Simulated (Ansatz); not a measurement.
# Ni (Ni, fcc): the cost of one run

Method: DFT PBEsol, plane waves (420 eV) with PAW, scalar-relativistic; PBE-made PAW files, in Ansatz 0.2.0.

## Step 1: The structure to begin with

Symmetry: Fm-3m, No. 225, cubic system. The conventional cell has a = 3.524 Å, b = 3.524 Å, c = 3.524 Å, α = 90.00°, β = 90.00°, γ = 90.00°. Ni (site symmetry m-3m) has 12 Ni at 2.49 Å as nearest neighbours.

As a file:

```cif
data_structure
_symmetry_space_group_name_H-M 'Fm-3m'
_symmetry_Int_Tables_number 225
_cell_length_a 3.5239
_cell_length_b 3.5239
_cell_length_c 3.5239
_cell_angle_alpha 90.000
_cell_angle_beta 90.000
_cell_angle_gamma 90.000
_cell_volume 43.76
loop_
_atom_site_label
_atom_site_type_symbol
_atom_site_symmetry_multiplicity
_atom_site_Wyckoff_symbol
_atom_site_fract_x
_atom_site_fract_y
_atom_site_fract_z
_atom_site_occupancy
Ni1 Ni 4 a 0.00000 0.00000 0.00000 1
```

Starting moments (μB): +0.8, -0.8.

## Step 2: Relaxation of the cell

File input.yaml:

```yaml
crystal:
  lattice:
    - [2.4917594441, 0.0, 0.0]
    - [0.0, 2.4917594441, 0.0]
    - [0.0, 0.0, 3.52388]
  atoms:
    - { symbol: Ni, position: [0.0, 0.0, 0.0], spin: 0.8 }
    - { symbol: Ni, position: [0.5, 0.5, 0.5], spin: -0.8 }
hamiltonian:
  xc: pbesol
  pseudopotentials:
    kind: paw
    azcp:
      Ni: "pseudopotentials/Ni.paw.azcp"
basis:
  ecutwfc: 420
  fft_grid_basis: typed
kpoints:
  mp_grid: { grid: [13, 13, 9], shift: [0, 0, 0] }
magnetization:
  spin_polarized: true
scf:
  occupations: { method: fermi_dirac, width: 0.05 }
relax:
  max_steps: 60
  f_tol: 0.01
  cell: {}
```

**Question.** How long does this run take on 1 thread of an x86-64 CPU, shared host, and how much memory does it need?

About 54 s, with a peak of 0.54 GiB.
